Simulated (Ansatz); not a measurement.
**P₂H₂+ (quartet): wave-function methods side by side, def2-QZVPP**

One table from this session's results is given with a row withheld; the runs are named, their logs left out.

The runs use Ansatz 0.2.0, Gaussian basis; def2-QZVPP, core rule «outside noble gas», up to 10 orbitals frozen.

To be run: UHF; ROHF; CCSD(T) on UHF.

5 further runs of the same task are left out: 1 that didn't finish, 4 set aside as unsound or not needed.

### The geometry

The geometry is a PBE0/def2-TZVP stationary point (not a proven minimum) of the parent state, kept for this charge and spin.

4 atoms, charge 1, spin multiplicity 4.

Atoms are counted from 1 here; the program's logs count them from 0.

Bond lengths: P1–P2 2.159 Å, P1–H3 1.428 Å, P2–H4 1.428 Å. Angles: P2–P1–H3 95.2°, P1–P2–H4 95.2°.

The first run:

Contents of in.yaml:

```yaml
crystal:
  periodic: [false, false, false]
  atoms:
    - {symbol: P, position_ang: [-0.031349, -0.073548, 1.077042]}
    - {symbol: P, position_ang: [-0.031350, 0.073548, -1.077042]}
    - {symbol: H, position_ang: [0.963360, 0.931093, 1.276164]}
    - {symbol: H, position_ang: [0.963376, -0.931077, -1.276164]}
basis:
  gaussian: {orbitals: "def2-QZVPP.json"}
total_charge: 1
magnetization: {spin_polarized: true, initial_magnetization: 3}
hamiltonian: {xc: hf}
output: {orbitals: {seedname: orbitals}}
```

Command:

```
ansatz run in.yaml --threads 1 --pin off --events-out ev --progress --plain --max-ram 2393MiB
```

Steps of the session up to this table: UHF; ROHF; CCSD(T) on UHF.

One table of the session follows, with a row left open; its other results are not shown here.

It belongs to the step «Misses and costs». 

```
  method  from UCCSD(T) (kcal/mol)
    ROHF                   +192.52
     UHF                   +183.93
    UMP2                         ?
   UCCSD                     +8.79
UCCSD(T)                         0
```

Q: Estimate the row for UMP2 from the others.

The run gave: from UCCSD(T) (kcal/mol): +33.06. In the column «from UCCSD(T) (kcal/mol)» it lies between UCCSD (+8.79) and UHF (+183.93).
